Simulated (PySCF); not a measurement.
**How good is the calculation?**

Atom-mapped SMILES (the numbers label the heavy atoms): `[CH3:1][S:2]([CH3:3])(=[O:4])=[O:5]`; H(Xn) means a hydrogen on atom n.

What is known from experiment: δ ³³S S2 -7.0 ppm (measured; solution, DMSO-d6/CDCl3; I. P. Gerothanassis, L. B. Krivdin, Molecules 29 (2024) 3301).
δ ¹³C C1/C3 42.6 ppm (measured; solution, not stated per compound (mostly CDCl3 or CCl4); Pretsch, Buehlmann, Badertscher, Structure Determination of Organic Compounds, 4th ed. (2009)).
δ ³³S S2 -12.0 ppm (measured; I. P. Gerothanassis, L. B. Krivdin, Molecules 29 (2024) 3301).

No solvent model, single conformer, non-relativistic Hamiltonian, fast rotation and ring inversion assumed for equivalent nuclei. Shieldings: GIAO PBE0/pcSseg-1; geometry from GFN2-xTB; PySCF.

**Question.** What does the calculation give, and how does it compare?

**Answer.** 
Reference values: measured (solution, DMSO-d6/CDCl3; I. P. Gerothanassis, L. B. Krivdin, Molecules 29 (2024) 3301).
```
atoms                                   quantity  reference  computed  computed, scaled
   S2  δ ³³S vs (NH4)2SO4 in D2O (sulfate scale)       -7.0         –             -41.5
```

Reference values: measured (solution, not stated per compound (mostly CDCl3 or CCl4); Pretsch, Buehlmann, Badertscher, Structure Determination of Organic Compounds, 4th ed. (2009)).
| atoms | quantity | reference | computed | computed, scaled |
| --- | --- | --- | --- | --- |
| C1/C3 | δ ¹³C | 42.6 | 47.9 | 44.5 |

Reference values: measured (I. P. Gerothanassis, L. B. Krivdin, Molecules 29 (2024) 3301).
| atoms | quantity | reference | computed | computed, scaled |
| --- | --- | --- | --- | --- |
| S2 | δ ³³S vs sulfate scale | -12.0 | – | -41.5 |

Computed shifts are σ(ref) − σ with the named reference compound (TMS for H and C) calculated as an isolated molecule at the same level. The measured values may be among those fitted. Empirical linear scaling, fitted to shifts measured mostly in CDCl3 for H and C (δ vs TMS): ¹³C (scatter 2.1 ppm rms, 2.3 ppm with the 13 outliers that the fit left out); ³³S (scatter 33.3 ppm rms vs sulfate, solution or neat liquid). A few per cent of atoms miss by over 2 rms, more outside the fitted compound classes.
